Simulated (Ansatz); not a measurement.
How far each method lies from UCCSDT(Q) for HB–O–Si, triplet

Geometry: a point of a stretch scan, not a stationary point.

```xyz
4

B     0.0000   -0.3014    1.2006
O     0.0000   -0.1834   -0.0953
Si    0.0000   -0.0795   -3.1315
H     0.0000    0.5643    2.0261
```

Basis cc-pVDZ; Ansatz 0.2.0. Only valence electrons are correlated (noble-gas cores frozen), which leaves 14 electrons in 44 orbitals. R marks a restricted (for open shells ROHF) determinant, U an unrestricted one. Active spaces: pair = (4e, 4o) about the gap.

Full CI isn't at hand for all of this; UCCSDT(Q) serves as the reference, and is uncertain by about the last step of the cluster series. The frozen core follows each run's orbitals, which can shift R against U totals by a few meV.

Unrestricted rows (U) aren't spin-pure: their determinants' ⟨S²⟩ exceeds S(S+1) by up to 0.17, so they mix in states of higher spin. For open shells CISD is restricted-active-space CI with the open shells as a complete middle space.

The UHF ⟨S²⟩ is 2.167, the ⟨S²⟩ of the determinant under UCCSD is 2.125 and the T1 diagnostic (RCCSD) is 0.0298. The largest doubles amplitude (RCCSD) is 0.091 and the T1 diagnostic (UCCSD) is 0.0430.

| level | E − E(RHF) (eV) |
| --- | --- |
| UHF | -0.1074 |
| RMP2 | -9.1314 |
| UMP2 | -8.9082 |
| RCCSD | -9.7500 |
| UCCSD | -9.7491 |
| RCCSD(T) | -10.1288 |
| UCCSD(T) | -10.1111 |

(1) Estimate how far UCCSDT(Q) in cc-pVDZ lies from RCCSD(T). The table doesn't fix it; the size of (T) and the diagnostics are the guide.

(1) UCCSDT(Q) in cc-pVDZ lies 2.81 mEh below RCCSD(T), which is 20 % of the (T) step (-13.92 mEh). The diagnostics are small and the rest is a small part of (T), but (T) is large here. The miss exceeds 1 kcal/mol.

The other levels:

```json
{"level": "CISD", "E − E(UCCSDT(Q)) (mEh)": "55.94", "share of correlation (%)": "85.08", "wall time": "20 s"}
{"level": "BCCD(T)", "E − E(UCCSDT(Q)) (mEh)": "2.84", "share of correlation (%)": "99.24", "wall time": "38 s"}
{"level": "RCCSDT", "E − E(UCCSDT(Q)) (mEh)": "1.74", "share of correlation (%)": "99.54", "wall time": "–"}
{"level": "UCCSDT", "E − E(UCCSDT(Q)) (mEh)": "1.70", "share of correlation (%)": "99.55", "wall time": "–"}
{"level": "RCCSDT(Q)", "E − E(UCCSDT(Q)) (mEh)": "0.73", "share of correlation (%)": "99.80", "wall time": "6.7 min"}
{"level": "CASSCF (pair space)", "E − E(UCCSDT(Q)) (mEh)": "340.39", "share of correlation (%)": "9.24", "wall time": "–"}
{"level": "NEVPT2 (pair space)", "E − E(UCCSDT(Q)) (mEh)": "43.96", "share of correlation (%)": "88.28", "wall time": "6.5 s"}
{"level": "MRCISD (pair space)", "E − E(UCCSDT(Q)) (mEh)": "48.01", "share of correlation (%)": "87.20", "wall time": "–"}
{"level": "MRCISD+Q (pair space)", "E − E(UCCSDT(Q)) (mEh)": "10.68", "share of correlation (%)": "97.15", "wall time": "8 s"}
```

The correlation energy at UCCSDT(Q), counted from RHF, is -10.205 eV. That run took 7.6 min on 1 thread of Intel Xeon, shared host.

Times hold each run's SCF and search for its determinant on a shared host, so for small cases they say little of a method's own cost; they ran on 1 thread of Intel Xeon.
